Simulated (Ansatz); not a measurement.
## Ca₃Bi: from a trial structure to a relaxed crystal

These are results of DFT PBE, scalar-relativistic, plane waves, PAW (Ansatz), not measurements. Cutoff 420 eV, Γ-centred k mesh, Gaussian smearing, no spin polarisation in the final step.

The start puts Ca₃Bi on the Cu3Au (L1_2) structure type (Pm-3m, No. 221), with Bi in place of Au, Ca in place of Cu, at a guessed volume.

```
Ca Bi
1.0
     4.83161    0.00000    0.00000
     0.00000    4.83161    0.00000
     0.00000    0.00000    4.83161
Ca Bi
3 1
Cartesian
  0.0000 2.4158 2.4158
  2.4158 0.0000 2.4158
  2.4158 2.4158 0.0000
  0.0000 0.0000 0.0000
```

Cell and atoms relax at zero pressure; the relaxation can't lower the symmetry of the start. After a coarse first stage the cell is made exact in the group found at 0.06 Å.

Formation energies are uncorrected and refer to the elements' standard structures at the same level.

**Question.** What does it relax into?

**Answer.** It keeps Pm-3m (No. 221). The result has the Cu3Au (L1_2) structure. Conventional cell: a = 5.112 Å. Ca is coordinated by 4 Bi at 3.61 Å and 8 Ca at 3.61 Å; Bi is coordinated by 12 Ca at 3.61 Å.

Space group Pm-3m (No. 221). a = 5.112 Å, b = 5.112 Å, c = 5.112 Å, α = 90.00°, β = 90.00°, γ = 90.00°
```
atom site symmetry x y z
  Ca    3c    4/mm.m  0.0000  0.5000  0.5000
  Bi    1a m-3m  0.0000  0.0000  0.0000
```

**Question.** What are its volume, energy, density and gap?

**Answer.** The volume per atom is 33.39 Å³ and the density is 4.09 g/cm³. The energy over the elements is -0.47 eV/atom. The gap on the 10×10×10 mesh is 0 eV (a metal).

The final run used a 10×10×10 mesh on its 4-atom cell and 0.10 eV smearing. The k mesh leaves about 4 meV/atom of noise in metals. Spin–orbit coupling is left out. Symmetry constrained the relaxation, so the result can be a saddle point. The steps took roughly 60 core-seconds in all.

Cost: 3 runs of about 1 core-minutes in all, on AMD EPYC 7R43 (Zen 3) (shared hosts).